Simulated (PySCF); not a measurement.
Species: carbonyl fluoride, CF₂O.
InChI=1S/CF2O/c2-1(3)4

Level of theory: EOM-IP-CCSD/aug-cc-pVDZ in PySCF, restricted Hartree–Fock reference, 4 core orbitals frozen, non-relativistic, gas phase, PBE0-D3(BJ)/def2-SVP geometry.

The vertical ionisation energies are 13.35, 14.68, 16.66, 17.01, 17.28 eV.

Problem. Which Hartree–Fock orbital leads each hole, and what is its Koopmans value −ε?

Solution. 
| leading hole (HF orbital) | Koopmans (eV) | EOM-IP-CCSD (eV) | change (eV) | one-hole share |
| --- | --- | --- | --- | --- |
| HOMO | 15.17 | 13.35 | -1.82 | 0.95 |
| HOMO-1 | 15.68 | 14.68 | -1.00 | 0.95 |
| HOMO-3 | 19.23 | 16.66 | -2.57 | 0.95 |
| HOMO-2 | 19.23 | 17.01 | -2.22 | 0.95 |
| HOMO-4 | 19.82 | 17.28 | -2.54 | 0.95 |

Problem. Does the order of the lines follow the orbital energies?

Solution. Yes, no two lines change places. The corrections run from -2.57 to -1.00 eV, with a mean of -2.03 eV over the 5 lines; no line lies above its Koopmans value. Koopmans values leave out both the relaxation of the orbitals and the change in correlation energy.

Problem. At what kinetic energies would He II light (40.81 eV) eject these electrons?

Solution. 27.46 eV (HOMO), 26.13 eV (HOMO-1), 24.15 eV (HOMO-3), 23.80 eV (HOMO-2), 23.53 eV (HOMO-4).

Problem. What total energy has the lowest final state, and which wavelength reaches it?

Solution. E(CCSD) + ionisation energy = -312.37967 + 0.49057 = -311.88910 Eh, at the geometry of the initial state. The threshold wavelength is 1239.84 eV nm/13.35 eV = 92.9 nm.

One root was sought for each valence orbital with −ε under 21 eV, eight at most, so deeper holes and satellites are missing; no vibrational structure.
